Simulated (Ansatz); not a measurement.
What each rung costs, and what it gives

Saddle point of Si$_{2}$H$_{7}$Cl, closed shell (Si₂H₆ ([SiH3][SiH3]) + HCl → Si₂H₅Cl ([SiH3][SiH2][Cl]) + H₂; bonds formed: Si1–Cl7, H2–H6; bonds broken: Si1–H2, H6–Cl7), PBE0-D4/def2-TZVP structure:

Si1  (-0.831, -0.107, -0.392)
H2  (-0.652, -1.773, -0.787)
H3  (-1.470, 0.634, -1.496)
H4  (-1.980, -0.702, 0.375)
Si5  (0.691, 0.797, 1.121)
H6  (0.031, -1.451, -1.238)
Cl7  (1.208, -0.288, -1.904)
H8  (-0.031, 1.265, 2.337)
H9  (1.620, -0.296, 1.500)
H10  (1.413, 1.921, 0.484)
(Å)

Barriers are electronic and count from the start structure reached by relaxing down the imaginary mode.

Computed with Ansatz 0.2.0 (basis: as named in each row); correlated methods freeze the cores. B3LYP uses VWN-RPA correlation. Extrapolation: Hartree–Fock as exp(−7.88 √X), correlation as X^−2.97.

Times are rough, for one single point on 4 threads of a shared host (Intel Xeon).

The estimate by CCSD(T) at an estimated basis limit (MP2 extrapolated from triple and quadruple zeta, plus CCSD(T) − MP2 in triple zeta) is 1.593 eV.

```
      method       basis  time (s)  barrier (eV)  method less estimate
          HF      STO-3G   under 1         3.180                 1.587
      PBE-D4      STO-3G   under 1         2.037                 0.445
       SPW92    def2-SVP   under 1         1.106                -0.487
    B3LYP-D4       6-31G         1         1.888                 0.295
      PBE-D4    def2-SVP         1         1.332                -0.260
     PBE0-D4    def2-SVP         2         1.489                -0.103
       SPW92  def2-TZVPP         2         1.065                -0.528
     CCSD(T)    def2-SVP         3         2.001                 0.408
      PBE-D4  def2-TZVPP         3         1.284                -0.309
     BLYP-D4  def2-TZVPP         3         1.429                -0.164
    B3LYP-D4  def2-TZVPP         4         1.537                -0.056
    BHLYP-D4  def2-TZVPP         4         1.691                 0.098
     PBE0-D4  def2-TZVPP         4         1.429                -0.164
   r2SCAN-D4  def2-TZVPP         5         1.384                -0.209
     wB97M-V    def2-SVP         6         1.610                 0.017
CAM-B3LYP-D4  def2-TZVPP         6         1.635                 0.042
  RPA on PBE  def2-TZVPP         6         1.765                 0.172
  r2SCAN0-D4  def2-TZVPP         6         1.481                -0.111
      B2PLYP  def2-TZVPP         7         1.628                 0.035
    PBE-QIDH  def2-TZVPP         8         1.559                -0.034
     wB97X-V  def2-TZVPP        10         1.629                 0.037
      B97M-V  def2-TZVPP        10         1.567                -0.026
     wB97M-V  def2-TZVPP        10         1.555                -0.038
         MP2  def2-QZVPP        25         1.539                -0.053
     CCSD(T)  def2-TZVPP        56         1.722                 0.129
```

All methods are single points on the PBE0-D4 structures.

The T1 diagnostic stays at or below 0.013.

Labels in which every atom is bracketed show which atoms are joined, not bond orders.
